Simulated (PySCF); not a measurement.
# SF₄: singlet, from a square planar start

Aim: relax SF₄ as a singlet from a square planar start, check by its vibrations whether the end is a minimum, and collect its spectrum and constants.

Program: PySCF 2.14.0. Level of theory: BP86, basis S def2-TZVP, F def2-TZVP, no relativity, density fitting. These are calculated values, not measurements.

## 1. Where the work starts

5 atoms, charge 0, spin multiplicity 1.

Bond lengths: S1–F2 1.670 Å, S1–F3 1.670 Å, S1–F4 1.670 Å, S1–F5 1.670 Å. Angles: F2–S1–F3 90.0°, F2–S1–F4 180.0°, F2–S1–F5 90.0°, F3–S1–F4 90.0°, F3–S1–F5 180.0°, F4–S1–F5 90.0°.

```xyz
5
charge 0 multiplicity 1
S     0.0000    0.0000    0.0000
F     1.6700    0.0000    0.0000
F     0.0000    1.6700    0.0000
F    -1.6700    0.0000    0.0000
F     0.0000   -1.6700    0.0000
```

## 2. Relaxation: square planar start, singlet

The steps below are one call of a driver around PySCF. For each, scf.py gives the equivalent set-up of the SCF; relaxations use the driver's own optimiser. Before each start the driver seeks the lowest SCF state from one or more starting densities and follows internal instabilities, so scf.py alone need not reach the same state.

The program finds D4h symmetry in the start, which this walk keeps. Threshold on the gradient: 0.0003 Eh/bohr, with a further test on the energy change.

Input file scf.py:

```python
from pyscf import gto, scf, dft
mol = gto.M(atom='''
S      0.000000     0.000000    -0.000000
F      1.670000     0.000000    -0.000000
F     -0.000000     1.670000     0.000000
F     -1.670000    -0.000000     0.000000
F      0.000000    -1.670000    -0.000000''',
    basis={'S': 'def2-TZVP', 'F': 'def2-TZVP'},
    charge=0, spin=0)
mf = dft.RKS(mol, xc='B88,P86')
mf.grids.atom_grid = (50, 194)
aux = {'S': 'def2-universal-JKFIT', 'F': 'def2-universal-JKFIT'}
mf = mf.density_fit(auxbasis=aux)
mf.kernel()
```

Further steps of the session: Vibrations and properties at this point; Following the imaginary mode; Vibrations and properties at this point; Following the imaginary mode; Frequencies.

Q: Predict the outcome of this session. Wanted: minimum; geometry; wavenumbers; dipole moment; highest occupied, lowest empty level; polar-tensor charge of S1; zero-point energy; atomisation energy.

The runs gave:

| quantity | value |
| --- | --- |
| minimum | singlet, C2v |
| geometry | S–F 1.588 Å (×2), S–F 1.688 Å (×2); F–S–F 88.1° (×4), F–S–F 100.8°, F–S–F 174.2° |
| wavenumbers (cm⁻¹) | 203 (a1), 307 (b1), 414 (a2), 470 (a1), 477 (b2), 514 (a1), 701 (b2), 783 (b1), 818 (a1) |
| dipole moment | 0.65 D |
| highest occupied, lowest empty level | -8.49, -3.51 eV |
| polar-tensor charge of S1 | +2.31 e |
| zero-point energy | 28.0 kJ/mol |
| entropy at 298.15 K | 299.8 J/(mol K) |
| atomisation energy (no zero-point energy) | 1491 kJ/mol |

**Reading.** The square planar start (D4h) ends in a minimum of C2v symmetry, after a stop at a saddle point 39.0 kJ/mol higher, from which it was pushed off along an imaginary mode. The strongest infrared band lies at 701 cm⁻¹ (b2, stretch). Other starts or spin states, not run here, may lie lower.
